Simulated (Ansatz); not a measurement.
# Which method gave which barrier?

Saddle point of SiH4O, singlet (SiH₄O ([OH][SiH3]) → SiH₂ + H₂O (still joined by a long Si–O bond); bonds formed: O2–H3; bonds broken: Si1–H3; bonds weakened to dative contacts: Si1–O2), PBE0-D4/def2-TZVP structure:

Si1  (-0.817, 0.079, -0.042)
O2  (1.007, -0.283, -0.423)
H3  (0.108, -1.145, -0.591)
H4  (-0.780, 0.445, 1.411)
H5  (-1.041, 1.393, -0.722)
H6  (1.523, -0.490, 0.367)
(Å)

Computed with Ansatz 0.2.0 (basis: def2-TZVPP, with def2-QZVPP for the basis limit); correlated methods freeze the cores. B3LYP uses VWN-RPA correlation. Extrapolation: Hartree–Fock as exp(−7.88 √X), correlation as X^−2.97. Four methods, as single points on the PBE0-D4 structures, gave these electronic barriers from the start structure: 295.9, 334.1, 351.1, 423.2 kJ/mol.

Task: The methods were, in alphabetical order, B3LYP-D4, HF, MP2, PBE-D4. Which gave which? (A judgement: the text doesn't fix the answer.)

Result: By the calculation: PBE-D4 295.9; B3LYP-D4 334.1; MP2 351.1; HF 423.2 kJ/mol. For comparison, CCSD(T) at an estimated basis limit (MP2 extrapolated from triple and quadruple zeta, plus CCSD(T) − MP2 in triple zeta) gives 346.7 kJ/mol.

The T1 diagnostic stays at or below 0.016. The restricted Hartree–Fock reference is unstable towards an unrestricted one at one or more of these structures.

Losses and insertions of silylenes and their heavier kin drive the gas-phase chemistry of silicon and germanium vapour deposition.

Labels in which every atom is bracketed show which atoms are joined, not bond orders.

For scale, one of the runs: CCSD(T)/def2-TZVPP, 129 basis functions, launched by `ansatz run in.yaml --threads 2 --pin off --events-out ev --progress --plain --max-ram 4352MiB`. The run took about 6 s on 2 CPU threads of an Arm Neoverse V1 (shared host).
